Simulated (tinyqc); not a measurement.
Worked calculation: CCD on RHF in the sto-3g basis, frozen core, for LiH, spin multiplicity 1. One step of it, computed by the program tinyqc.

Problem. Integrals over molecular orbitals. (pq|rs) = sum C_ip C_jq C_kr C_ls (ij|kl), one index at a time.

coefficients C:
```
               MO1        MO2        MO3        MO4       MO5        MO6
1Li 1s    0.991202  -0.170046  -0.209477   0.000000  0.000000   0.087814
1Li 2s    0.032441   0.451387   0.800239   0.000000  0.000000  -0.720062
1Li 2px   0.000000   0.000000   0.000000  -0.515655  0.856796   0.000000
1Li 2py   0.000000   0.000000   0.000000   0.856796  0.515655   0.000000
1Li 2pz  -0.006655   0.347528  -0.612543   0.000000  0.000000  -0.992614
2H 1s     0.005401   0.546696  -0.137173   0.000000  0.000000   1.207230
```

core Hamiltonian H = T + V (hartree), lower triangle:
```
            1Li 1s     1Li 2s    1Li 2px    1Li 2py    1Li 2pz      2H 1s
1Li 1s   -4.745965
1Li 2s   -1.066529  -1.400618
1Li 2px   0.000000   0.000000  -1.139855
1Li 2py   0.000000   0.000000   0.000000  -1.139855
1Li 2pz  -0.016996  -0.124503   0.000000   0.000000  -1.239944
2H 1s    -0.331898  -0.720271   0.000000   0.000000  -0.859774  -1.482969
```

Two-electron integrals (ij|kl) in chemists' order, unique and non-zero (hartree):
```
(11|11) 1.680395   (21|11) 0.265420   (21|21) 0.049941   (22|11) 0.397727
(22|21) 0.092860   (22|22) 0.290562   (31|31) 0.008981   (32|31) 0.013788
(32|32) 0.064184   (33|11) 0.396640   (33|21) 0.092880   (33|22) 0.290497
(33|33) 0.312946   (41|41) 0.008981   (42|41) 0.013788   (42|42) 0.064184
(43|43) 0.016869   (44|11) 0.396640   (44|21) 0.092880   (44|22) 0.290497
(44|33) 0.279207   (44|44) 0.312946   (51|51) 0.008981   (52|51) 0.013788
(52|52) 0.064184   (53|53) 0.016869   (54|54) 0.016869   (55|11) 0.396640
(55|21) 0.092880   (55|22) 0.290497   (55|33) 0.279207   (55|44) 0.279207
(55|55) 0.312946   (61|11) 0.078186   (61|21) 0.014779   (61|22) 0.027925
(61|33) 0.027596   (61|44) 0.027596   (61|51) 0.001745   (61|52) 0.003359
(61|55) 0.028597   (61|61) 0.004780   (62|11) 0.157532   (62|21) 0.037094
(62|22) 0.119685   (62|33) 0.113873   (62|44) 0.113873   (62|51) 0.006068
(62|52) 0.034508   (62|55) 0.131181   (62|61) 0.013051   (62|62) 0.078070
(63|31) 0.003230   (63|32) 0.014329   (63|53) 0.005538   (63|63) 0.006114
(64|41) 0.003230   (64|42) 0.014329   (64|54) 0.005538   (64|64) 0.006114
(65|11) 0.187804   (65|21) 0.044747   (65|22) 0.150109   (65|33) 0.140145
(65|44) 0.140145   (65|51) 0.009461   (65|52) 0.052771   (65|55) 0.169849
(65|61) 0.016486   (65|62) 0.107902   (65|65) 0.151807   (66|11) 0.338341
(66|21) 0.081151   (66|22) 0.285035   (66|33) 0.260490   (66|44) 0.260490
(66|51) 0.015951   (66|52) 0.107010   (66|55) 0.333682   (66|61) 0.030086
(66|62) 0.228818   (66|65) 0.329537   (66|66) 0.774606
```

Give: one-electron integrals over orbitals h = C^T H C; Two-electron integrals over orbitals.

Solution.

one-electron integrals over orbitals h = C^T H C (hartree), lower triangle:
```
        1       2       3       4       5       6
1  -4.736
2   0.107  -1.509
3   0.167   0.034  -1.128
4   0.000   0.000   0.000  -1.140
5   0.000   0.000   0.000   0.000  -1.140
6  -0.031  -0.065   0.031   0.000   0.000  -0.943
```

Two-electron integrals over orbitals (pq|rs), unique and non-zero (hartree); the lowest 1 orbital is frozen and left out:
```
(22|22) 0.490      (32|22) -0.048     (32|32) 0.013      (33|22) 0.225
(33|32) 0.007      (33|33) 0.338      (42|42) 0.024      (43|42) 0.019
(43|43) 0.041      (44|22) 0.272      (44|32) 0.005      (44|33) 0.282
(44|44) 0.313      (52|52) 0.024      (53|52) 0.019      (53|53) 0.041
(54|54) 0.017      (55|22) 0.272      (55|32) 0.005      (55|33) 0.282
(55|44) 0.279      (55|55) 0.313      (62|22) 0.129      (62|32) -0.034
(62|33) -0.011     (62|44) -0.014     (62|55) -0.014     (62|62) 0.123
(63|22) -0.051     (63|32) 0.009      (63|33) 0.036      (63|44) 1.87e-03
(63|55) 1.87e-03   (63|62) -0.032     (63|63) 0.026      (64|42) -0.020
(64|43) -0.014     (64|64) 0.020      (65|52) -0.020     (65|53) -0.014
(65|65) 0.020      (66|22) 0.455      (66|32) -0.043     (66|33) 0.242
(66|44) 0.269      (66|55) 0.269      (66|62) 0.137      (66|63) -0.044
(66|66) 0.455
```
